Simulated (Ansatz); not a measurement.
# SiH (sextet): from Hartree-Fock to the top rungs, def2-TZVPP

An exercise on one series of results from a longer session: the logs are not shown, and one member is left open.

Computed with Ansatz 0.2.0, Gaussian basis. Level: def2-TZVPP, core rule «outside noble gas», up to 5 orbitals frozen.

To be run: UHF; ROHF; CCSD(T) on UHF.

### The geometry

The geometry is a PBE0/def2-TZVP stationary point (not a proven minimum) of the parent state, kept for this charge and spin.

2 atoms, charge 0, spin multiplicity 6.

Atoms are counted from 1 here; the program's logs count them from 0.

Bond lengths: Si1–H2 1.500 Å.

Set-up of the first run:

The input, in.yaml:

```yaml
crystal:
  periodic: [false, false, false]
  atoms:
    - {symbol: Si, position_ang: [0.000000, 0.000000, 0.000000]}
    - {symbol: H, position_ang: [0.000000, 0.000000, 1.499536]}
basis:
  gaussian: {orbitals: def2-TZVPP}
magnetization: {spin_polarized: true, initial_magnetization: 5}
hamiltonian: {xc: hf}
output: {orbitals: {seedname: orbitals}}
```

Command:

```console
$ ansatz run in.yaml --threads 1 --pin off --events-out ev --progress --plain --max-ram 2816MiB --backend cpu
```

Steps of the session up to this table: UHF; ROHF; CCSD(T) on UHF.

One table of the session follows, with a row left open; its other results are not shown here.

It belongs to the step «Misses and costs». 

```
  method  from UCCSD(T) (kcal/mol)
    ROHF                    +22.01
     UHF                    +21.86
    UMP2                         ?
   UCCSD                     +0.37
UCCSD(T)                         0
```

Estimate the missing values for UMP2.

**Answer.** from UCCSD(T) (kcal/mol): +6.30. In the column «from UCCSD(T) (kcal/mol)» it lies between UCCSD (+0.37) and UHF (+21.86).
